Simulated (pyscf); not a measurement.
Single points on ωB97X-D3(BJ)/def2-SVP structures (PySCF, gas phase).

**Question.** H₃O⁺ + HC≡CH -> HC≡C–OH₂⁺ + H₂
Surface: singlet. Broken: H–O, C–H. Formed: C–O, H–H. Give ΔE‡ and ΔE from ωB97M-D3(BJ)/def2-TZVP, relative to the separated reactants.

**Answer.** ΔE‡ = 3.45 eV, ΔE = +1.93 eV. Zero-point energy shifts the barrier by -0.12 eV. It is a four-centre exchange, with an imaginary mode of 1317i cm⁻¹. On the reactant side the descent ends in a bound adduct (not fully relaxed), 0.90 eV under the separated species and 4.33 eV under the saddle at ωB97X-D3(BJ)/def2-TZVP. At the saddle there is also a short C–H contact that neither side keeps. HC≡C–OH₂⁺ lies 3.66 eV over its isomer H₃C–C⁺=O (electronic energy, ωB97M-D3(BJ)/def2-TZVP). One saddle was located; it need not be the lowest between these sides.
